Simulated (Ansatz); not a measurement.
`C#CC#CC` + H–F → `CF` + `C#CC#C` at 400 K and 1 bar (substitution at a C–C bond).

Gas-phase electronic energies from Ansatz, PBE0-D4/def2-TZVP geometries. CBS: MP2 limit from def2 TZ/QZ plus the TZ coupled-cluster correction, frozen cores. This one scheme is used for every species.

```
  species  CCSD(T)/CBS energy (Eh)  H − E (kJ/mol)  S (J/(mol·K))
`C#CC#CC`               -192.54249           200.7          321.7
      H–F               -100.39570            36.5          182.2
     `CF`               -139.63461           117.5          234.3
 `C#CC#C`               -153.27209           120.7          269.0
```

H − E and S are ideal-gas, rigid-rotor, harmonic terms from PBE0-D4/def2-TZVP. 1 Eh = 2625.50 kJ/mol, R = 8.31446 J/(mol·K).

Q: By hand: ΔE, ΔH, ΔS and ΔG.

A: ΔE = (-139.63461) + (-153.27209) − (-192.54249) − (-100.39570) = 0.03149 Eh = 82.7 kJ/mol. Δ(H − E) = 117.5 + 120.7 − 200.7 − 36.5 = 1.0, so ΔH = 83.7 kJ/mol. ΔS = 234.3 + 269.0 − 321.7 − 182.2 = -0.6 J/(mol·K). ΔG = 83.7 − 400 × (-0.6)/1000 = 83.9 kJ/mol.

Q: By hand: the equilibrium constant, and the temperature at which ΔG would vanish if ΔH and ΔS stayed fixed.

A: log₁₀ K = −ΔG/(RT ln 10) = -11.0. ΔH and −TΔS have one sign here, so there is no such temperature.

The number of gas molecules stays the same, so ΔS is small and ΔH decides. A doubt of 5 kJ/mol in ΔE shifts log₁₀ K by 0.7 here. These are equilibria of isolated gas molecules and say nothing of rates. Largest T1 diagnostic: 0.014 (customary marks: 0.02 for closed shells, 0.045 for open ones).

ΔS is within the doubt of such terms, so its sign, and with it that verdict, could turn.
